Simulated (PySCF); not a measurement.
Geometry (Å), atoms numbered from 1 in this order:
```xyz
9

Si   -0.4457    0.0124   -0.3275
N    -0.4629    0.1033    1.3931
H    -0.0536   -0.6248    1.9664
H    -1.1972    0.6028    1.8789
N     1.1902   -0.1250   -0.8536
H     1.8822    0.5806   -0.6310
H     1.4095   -0.6123   -1.7138
H    -1.2122    1.2346   -0.7436
H    -1.1102   -1.1716   -0.9689
```

One conformer, isolated molecule, non-relativistic, fast rotation and ring inversion assumed for equivalent nuclei. Structure optimised with PBE0-D3(BJ)/def2-SVP; shielding tensors at KT2/pcSseg-1 (GIAO); PySCF.

δ = σ(ref) − σ, references computed at the same level: TMS for ¹H (31.18 ppm) and ²⁹Si (361.05 ppm); ¹⁵N (264.30 ppm) vs NH3.

```
      atoms  nucleus  count  δ (ppm)
        Si1     ²⁹Si      1        ?
H3/H4/H6/H7       ¹H      4     0.33
      N2/N5      ¹⁵N      2        ?
      H8/H9       ¹H      2     5.07
```

Fill in the missing shifts.

Results:


- Si1: -42.4 ppm, silicon bonded to 2 N, 2 H
- N2/N5: 23.2 ppm, nitrogen bonded to Si, 2 H

OH and NH positions are those of a molecule without intermolecular hydrogen bonds; in solution they move with solvent, concentration and temperature, and exchange usually removes their couplings. Experimental scales use liquid or dissolved standards, which lie at an offset from isolated NH3 (liquid NH3: subtract about 20 ppm).
